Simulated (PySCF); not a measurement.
Working out the ionisation energy of Mg

Mg [Ne] 3s2 (1S) → Mg⁺ [Ne] 3s1 (2S). Calculation: PySCF 2.14, in aug-cc-pCVTZ-DK with one added diffuse shell each of s, p, d, f type (9s8p6d4f, 91 functions); scalar relativity by spin-free X2C-1e. Frozen: 1s2. Energies in hartree (1 hartree = 27.21139 eV):

```tsv
part	Mg (lower)	Mg⁺ (upper)
UHF	-199.919603	-199.676474
CCSD correlation	-0.302868	-0.267575
(T)	-0.003370	-0.002152
```

**Question.** What does Hartree-Fock give?

**Answer.** (-199.676474) − (-199.919603) = 0.243129 hartree = 6.616 eV.

**Question.** What do CCSD and CCSD(T) give?

**Answer.** The CCSD correlation energies differ by 0.035293 hartree = 0.960 eV and the triples by 0.001218 hartree = 0.033 eV, so CCSD gives 7.576 eV and CCSD(T) 7.609 eV.

Measured between the centres of the two terms (NIST): 7.646 eV, so CCSD(T) (valence and next inner shell) is off by -0.037 eV.

What remains against the reference includes basis incompleteness, the frozen core and higher excitations.
